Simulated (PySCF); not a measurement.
Predicted microwave data (PySCF 2.14.0, PBE0-D3(BJ)/def2-SVP geometry optimisation, gas phase) for one isomer of C3H5FO2:

| Quantity | Value |
| --- | --- |
| Rotational constants | A = 6685, B = 3670, C = 2859 MHz |
| Dipole components | \|μa\| = 0.39 D, \|μb\| = 0.76 D, \|μc\| = 0.45 D |
| Inertial defect | -36.51 u·Å² |
| κ | -0.58 |

Problem. Which candidate fits, each taken in the one conformer that was computed?
A. `[OH:1][CH2:2][C@@H:3]1[O:4][C@@H:5]1[F:6]` with H–O1–C2–C3 59°, O1–C2–C3–O4 -67°
B. `[CH3:1][C@@H:2]([F:3])[O:4][CH:5]=[O:6]` with C1–C2–O4–C5 154°, C2–O4–C5–O6 -3°
C. `[CH3:1][C@H:2]([F:3])[C:4](=[O:5])[OH:6]` with C1–C2–C4–O5 -47°, C2–C4–O6–H 179°
D. `[F:1][C@@H:2]1[CH2:3][O:4][CH2:5][O:6]1` with F1–C2–C3–O4 -116°, C2–C3–O4–C5 19°, C3–O4–C5–O6 -35°, O4–C5–O6–C2 38°

Solution. D. It is F[C@@H]1COCO1, an asymmetric top, point group C1. The candidates at the same level (rigid rotor, commonest isotopes):

| SMILES | A (MHz) | B (MHz) | C (MHz) | μa (D) | μb (D) | μc (D) | Δ (u·Å²) | point group | rotor |
| --- | --- | --- | --- | --- | --- | --- | --- | --- | --- |
| F[C@@H]1COCO1 | 6685 | 3670 | 2859 | 0.39 | 0.76 | 0.45 | -36.51 | C1 | asymmetric top |
| C[C@H](F)C(=O)O | 5188 | 3361 | 2189 | 0.11 | 0.13 | 0.13 | -16.93 | C1 | asymmetric top |
| OC[C@@H]1O[C@@H]1F | 7793 | 2427 | 2158 | 0.90 | 0.29 | 1.38 | -38.83 | C1 | near-prolate asymmetric top |
| C[C@@H](F)OC=O | 7118 | 2509 | 2162 | 1.20 | 2.11 | 0.07 | -38.61 | C1 | asymmetric top |

`OC[C@@H]1O[C@@H]1F` has B 34 % too low; `C[C@@H](F)OC=O` has B 32 % too low; `C[C@H](F)C(=O)O` has C 23 % too low. No structure here is proved a minimum.
